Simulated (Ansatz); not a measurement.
# C2H8Si (SMILES CC[SiH3]): a relaxed scan of the bond length C1–H5

The task here is to estimate one member of a computed series from the others.

Method: single points in def2-TZVPP; program: Ansatz 0.2.0, Gaussian basis.

Levels: PBE-D4, r2SCAN-D4, PBE0-D4, B3LYP-D4, wB97M-V, Hartree-Fock, MP2, CCSD, CCSD(T). The scan takes 0.962, 1.000, 1.056, 1.121, 1.193, 1.271, 1.353, 1.440, 1.530 Å.

Correlated methods freeze the cores. B3LYP uses VWN-RPA correlation.

18 further runs of the same task are left out: 18 set aside as unsound or not needed.

## The system as given

The minimum, relaxed at PBE0-D4: 11 atoms, charge 0, spin multiplicity 1.

Atoms are counted from 1 here; the program's logs count them from 0.

Bond lengths: C1–C2 1.526 Å, C1–H4 1.093 Å, C1–H5 1.093 Å, C1–H6 1.093 Å, C2–Si3 1.876 Å, C2–H7 1.095 Å, C2–H8 1.095 Å, Si3–H9 1.489 Å, Si3–H10 1.489 Å, Si3–H11 1.489 Å. Angles: C2–C1–H4 111.6°, C2–C1–H5 111.4°, C2–C1–H6 111.4°, H4–C1–H5 107.5°, H4–C1–H6 107.5°, H5–C1–H6 107.3°, C1–C2–Si3 113.4°, C1–C2–H7 110.5°, C1–C2–H8 110.5°, Si3–C2–H7 108.1°, Si3–C2–H8 108.1°, H7–C2–H8 106.0°, C2–Si3–H9 110.4°, C2–Si3–H10 110.4°, C2–Si3–H11 111.1°, H9–Si3–H10 108.0°, H9–Si3–H11 108.5°, H10–Si3–H11 108.5°.

Coordinates:

```mol
C2H8Si
  3D, bonds by distance, orders not assigned

 11 10  0  0  0  0  0  0  0  0999 V2000
   -0.8235    1.0669   -0.4236 C   0  0
   -0.5432   -0.4156   -0.1957 C   0  0
    1.1526   -0.7497    0.5346 Si  0  0
   -1.8174    1.2277   -0.8490 H   0  0
   -0.0971    1.5091   -1.1104 H   0  0
   -0.7716    1.6309    0.5114 H   0  0
   -0.6236   -0.9699   -1.1370 H   0  0
   -1.2937   -0.8488    0.4744 H   0  0
    1.2942   -0.0665    1.8505 H   0  0
    2.2174   -0.2327   -0.3694 H   0  0
    1.3711   -2.2085    0.7348 H   0  0
  1  2  8  0
  1  4  8  0
  1  5  8  0
  1  6  8  0
  2  3  8  0
  2  7  8  0
  2  8  8  0
  3  9  8  0
  3 10  8  0
  3 11  8  0
M  END
```

Energies of the minimum (eV), from earlier single points: PBE-D4 -10075.88157, r2SCAN-D4 -10081.07981, PBE0-D4 -10077.23886, B3LYP-D4 -10084.46262, wB97M-V -10080.94355, CCSD(T) -10066.19874.

At the minimum the bond length C1–H5 is 1.093 Å.

Set-up of the first run:

File relax/in.yaml:

```yaml
crystal:
  periodic: [false, false, false]
  atoms:
    - {symbol: C, position_ang: [-0.823549, 1.066924, -0.423604]}
    - {symbol: C, position_ang: [-0.543207, -0.415636, -0.195651]}
    - {symbol: Si, position_ang: [1.152616, -0.749698, 0.534646]}
    - {symbol: H, position_ang: [-1.817422, 1.227676, -0.849021]}
    - {symbol: H, position_ang: [-0.184232, 1.456026, -1.028018]}
    - {symbol: H, position_ang: [-0.771575, 1.630891, 0.511389]}
    - {symbol: H, position_ang: [-0.623580, -0.969857, -1.137005]}
    - {symbol: H, position_ang: [-1.293674, -0.848809, 0.474370]}
    - {symbol: H, position_ang: [1.294203, -0.066462, 1.850540]}
    - {symbol: H, position_ang: [2.217433, -0.232745, -0.369431]}
    - {symbol: H, position_ang: [1.371131, -2.208456, 0.734784]}
basis:
  gaussian: {orbitals: def2-TZVP}
hamiltonian: {xc: pbe0, dispersion: d4}
relax: {f_tol: 0.005, max_steps: 200, constraints: [{distance: [0, 4]}]}
```

The command line of these runs was not kept.

Among the steps run: C1–H5 = 0.962 Å; C1–H5 = 1.000 Å; C1–H5 = 1.056 Å; C1–H5 = 1.121 Å; C1–H5 = 1.193 Å; C1–H5 = 1.271 Å; C1–H5 = 1.353 Å; C1–H5 = 1.440 Å; C1–H5 = 1.530 Å.

One table of the session follows, with a row left open; its other results are not shown here.

Energies less that of the minimum at the same level (meV):

| bond length (Å) | PBE-D4 | PBE0-D4 | B3LYP-D4 | wB97M-V | Hartree-Fock |
| --- | --- | --- | --- | --- | --- |
| 0.962 | 387 | 361 | 350 | 350 | 330 |
| 1.000 | 187 | 167 | 161 | 161 | 144 |
| 1.056 | 31 | 23 | 22 | 21 | 13 |
| 1.093 (minimum) | 0 | 0 | 0 | 0 | 0 |
| 1.121 | 6 | 13 | 13 | 14 | 21 |
| 1.193 | 112 | 136 | 136 | 140 | 167 |
| 1.271 | 327 | 373 | 368 | 379 | 431 |
| 1.353 | ? | ? | ? | ? | ? |
| 1.440 | 956 | 1054 | 1022 | 1074 | 1190 |
| 1.530 | 1324 | 1451 | 1403 | 1478 | 1630 |

Estimate the missing values for bond length (Å) = 1.353.

Worked estimate for «PBE-D4». A straight line through the neighbours (1.271, 327) and (1.440, 956) gives 327 + (956 − 327) × (1.353 − 1.271) / (1.440 − 1.271) = 632; a parabola fitted to 4 rows on both sides gives 615.

**Answer.** PBE-D4: 618; PBE0-D4: 688; B3LYP-D4: 674; wB97M-V: 697; Hartree-Fock: 779. In «PBE-D4» the line misses by +14 and the parabola by -3.

Caveats from the session: A polynomial through the near points puts the CCSD(T) minimum at the PBE0-D4 value.
